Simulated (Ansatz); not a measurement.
We consider grey tin (α-Sn), described by Hartree–Fock (plane waves, PAW; Ansatz, a first-principles code).

Numerical settings: plane-wave cutoff 460 eV, 8×8×8 k mesh, Fermi–Dirac smearing 0.01 eV, scalar-relativistic PAW data made under PBE.

A third-order Birch–Murnaghan fit to the energies gives V0 = 36.016 Å³/atom, B0 = 51.4 GPa, B′ = 4.5.

```tsv
V (Å³/atom)	P (GPa)
34.394	2.625
35.117	(withheld)
36.205	(withheld)
37.110	-1.437
38.015	-2.456
```

### Question
Estimate the withheld pressures from this fit; the answers are the runs' own values.

### Answer

- 35.117, P (GPa): 1.375
- 36.205, P (GPa): -0.265

The formula P = (3/2) B0 (x^(7/3) − x^(5/3)) [1 + (3/4)(B′ − 4)(x^(2/3) − 1)] with x = V0/V meets the computed pressures within 0.01 GPa when these rounded values are put in.

Measured, for comparison: bulk modulus 42.8 GPa (0 K value with the zero-point phonon effect removed; as tabulated in Mejia-Rodriguez and Trickey (2018), arXiv:1807.09216); equilibrium volume per atom 33.97 Å³/atom (static lattice: zero-point anharmonic expansion removed; as tabulated in Mejia-Rodriguez and Trickey (2018), arXiv:1807.09216). Computed (rounded) less measured: bulk modulus +20 %, equilibrium volume per atom +6.0 %.

Spin–orbit coupling is not included.
